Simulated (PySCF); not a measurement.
Symmetry of computed structures. Method used: PBE0-D3(BJ)/def2-SVP geometry optimisation, gas phase in PySCF. The symmetry is that of the one conformer found, every atom within 0.08 Å of its image; none is proved a minimum here. The geometries of the anions come from a basis without diffuse functions.

Q: Cu(C2H4)H (`[H][Cu]1<-[CH2]=[CH2]->1`): symmetry, top, dipole?

A: C2v; near-prolate asymmetric top; symmetry number 2; 4 operations, which sort the 8 atoms into 4 sets; dipole 4.37 D, along a, the twofold axis; A, B, C = 24132, 5930, 5095 MHz.

Q: Point group, rotor type and polarity of GaCl2F (`[Cl][Ga]([F])[Cl]`)?

A: C2v; asymmetric top; symmetry number 2; 4 operations, which sort the 4 atoms into 3 sets; dipole 0.81 D, along b, the twofold axis; A, B, C = 4243, 2090, 1400 MHz.

Q: Point group, rotor type and polarity of `[CH3:1][B:2]=[O:3]`?

A: C3v; prolate symmetric top; symmetry number 3; 6 operations, which sort the 6 atoms into 4 sets; dipole 3.47 D, along the axis; A, B, C = 157244, 7952, 7952 MHz; heavy atoms equivalent by symmetry: none.

Q: Point group, rotor type and polarity of [MoO3F]- (`[O]=[Mo-](=[O])(=[O])[F]`)?

A: C3v; prolate symmetric top; symmetry number 3; 6 operations, which sort the 5 atoms into 3 sets; dipole about the centre of mass 1.49 D, along the axis.

Q: `[CH3:1][GaH2-:2][NH3+:3]`: symmetry, top, dipole?

A: Cs; asymmetric top; symmetry number 1; 2 operations, which sort the 11 atoms into 8 sets; dipole 5.09 D, in the ab plane, which is the mirror; heavy atoms equivalent by symmetry: none.
